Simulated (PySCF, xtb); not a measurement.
Acid–base and redox partners of C=C=O. Isolated molecules, 0 K electronic values unless said otherwise. One relaxed conformer stands for each flexible species; it need not be the lowest. Strings in code marks are SMILES.

Quantity: proton affinity at 298 K, in kJ/mol. Thermal and zero-point terms are GFN2-xTB rigid-rotor harmonic values (xtb).

Case: proton added at C1: `C[C+]=O`. The other species in the difference include `C=C=O` (neutral, multiplicity 1). Geometry of `C[C+]=O` (charge +1, multiplicity 1, Å):

```xyz
6

C     -0.4833     0.0061    -0.0123
C      0.9338    -0.0117     0.0237
O      2.0593    -0.0260     0.0524
H     -0.8258    -0.6964    -0.7954
H     -0.8659    -0.3063     0.9777
H     -0.8180     1.0344    -0.2461
```

**Question.** Estimate the proton affinity at 298 K that B3LYP/3-21G // PBE-D3(BJ)/def2-TZVP (PySCF) returns for this input.

**Answer.** 818.7 kJ/mol.
